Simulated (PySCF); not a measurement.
Mapped SMILES: `[Cl:1][c:2]1[cH:3][cH:4][s:5][cH:6]1`. Each H is labelled by its parent atom.

Geometry: PBE0-D3(BJ)/def2-SVP; GIAO absolute shieldings from PySCF 2.14, gas phase, non-relativistic, averaged over equivalent atoms.

At PBE0/6-31G* (98 basis functions, 7.3 s wall time on 1 thread of an Arm Neoverse V1, shared host):
```
atoms  σ (ppm)
  Cl1    795.8
   C2     69.5
   C4     72.5
   C3     73.1
   C6     76.2
   S5    342.9
H(C4)    25.12
H(C3)    25.24
H(C6)    25.36
```

Predict the values at KT3/pcSseg-2 on the same geometry.

## Answers


| atoms | σ at KT3/pcSseg-2 | change |
| --- | --- | --- |
| Cl1 | 736.9 | -58.9 |
| C2 | 51.4 | -18.1 |
| C4 | 58.5 | -14.0 |
| C3 | 55.4 | -17.7 |
| C6 | 63.4 | -12.8 |
| S5 | 296.0 | -46.9 |
| H(C4) | 24.24 | -0.88 |
| H(C3) | 24.34 | -0.90 |
| H(C6) | 24.48 | -0.88 |

The largest change is at Cl1 (chlorine bonded to C). Cost: 272 basis functions, 44 s wall time on 1 thread of an Arm Neoverse V1, shared host. The order of the carbon signals changes between the two levels.

Carbons that carry Cl, above all several Cl atoms, come out too deshielded, partly because spin–orbit coupling is missing.
